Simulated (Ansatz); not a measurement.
Chalcopyrite CdGeAs2 was calculated with PBE-D4 in Ansatz (PAW).

Run with plane-wave cutoff 520 eV, 8×8×8 k mesh, Fermi–Dirac smearing 0.01 eV, scalar-relativistic PAW data made under PBE.

Shape and atoms are relaxed at each volume.

Pressure at four volumes; x = ln(V/25.203 Å³). One pressure is withheld.

```
V (Å³/atom)        x  P (GPa)
-----------  -------  -------
24.194       -0.0409     2.65
25.203        0.0000    -0.01
25.707        0.0198    -1.12
26.211        0.0392        ?
```

Problem. Pass a parabola P(x) through the three rows shown, estimate the bulk modulus and its pressure derivative near zero pressure, and predict the withheld pressure.

Solution. Slopes between the rows: (-0.01 − (2.65))/(0.0000 − (-0.0409)) = -65.04 and (-1.12 − (-0.01))/(0.0198 − (0.0000)) = -56.06 GPa. Their difference over the span 0.0607 is c = 8.98/0.0607 = 147.9 GPa, so P(x) = 2.65 + (-65.04)(x − (-0.0409)) + 147.9 (x − (-0.0409))(x − (0.0000)). At the middle row B = −dP/dx = −[-65.04 + 147.9 × 0.0409] = 59.0 GPa, and B′ = dB/dP = 2c/B = 5.0. At x = 0.0392 the parabola gives -2.10 GPa; the run gives -2.12 GPa. The Birch–Murnaghan fit to the energies at all volumes has B0 = 59.2 GPa and B′ = 4.7.

Measured, for comparison: bulk modulus 69.9 GPa (temperature not stated, not corrected to a static lattice; as tabulated in Toher et al. (2017), arXiv:1611.05714). Computed less measured: bulk modulus -15 %.

Note: this level leaves the solid without a gap, although one is measured.

Ansatz is a first-principles code.
